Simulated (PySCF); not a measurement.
Vertical excitation energies

Compound: C4H10P (charge +1).
SMILES: `C[C@H]1[C@@H](C)[PH2+]1`

Level of theory: PySCF, TDDFT CAM-B3LYP/def2-SVPD, vertical, gas phase, core orbitals frozen in the response. Geometry: GFN2-xTB; no solvent, vibrations or thermal averaging.

```
state  λ (nm)  E (eV)       f  main configurations (H = HOMO, L = LUMO)
   S1   211.9    5.85   0.309                                 H→L (91%)
   S2   189.1    6.56   0.027                               H-1→L (88%)
   S3   179.6    6.90   0.013                               H→L+1 (88%)
   S4   176.9    7.01  0.0069                               H-2→L (79%)
   S5   158.9    7.80   0.035                               H-3→L (76%)
   S6   156.5    7.92   0.027     H→L+3 (56%), H-5→L (18%), H→L+2 (17%)
   S7   153.3    8.09   0.084                  H→L+2 (67%), H-5→L (17%)
   S8   152.0    8.15   0.053                  H-5→L (52%), H→L+3 (32%)
```

Triplets, Tamm–Dancoff:

```json
{"state": "T1", "E (eV)": "3.73", "λ (nm)": "332.8", "main configurations (H = HOMO, L = LUMO)": "H→L (96%)"}
{"state": "T2", "E (eV)": "5.85", "λ (nm)": "211.8", "main configurations (H = HOMO, L = LUMO)": "H-1→L (85%)"}
{"state": "T3", "E (eV)": "6.20", "λ (nm)": "200.0", "main configurations (H = HOMO, L = LUMO)": "H→L+1 (86%)"}
```

The lowest singlet comes at 212 nm (565 kJ/mol) in the ultraviolet; it is strong; its leading configuration is HOMO→LUMO (91%). The lowest level is also the most intense of those listed (f = 0.309). Löwdin shares by element: HOMO phosphorus 50%, carbon 30% or more (atoms not listed hold the other 19%); LUMO carbon 54% or more, phosphorus 28% (atoms not listed hold the other 18%). Of the 8 states listed, 7 reach f = 0.01 and none stays under 0.0005. Weighted by f, the mean energy of these states is 6.71 eV. Orbital energies (eV): HOMO-3 -17.26, HOMO-2 -16.77, HOMO-1 -16.06, HOMO -14.48, LUMO -5.90, LUMO+1 -3.79, LUMO+2 -3.11. Singlets were solved by full linear response, triplets in the Tamm–Dancoff approximation.
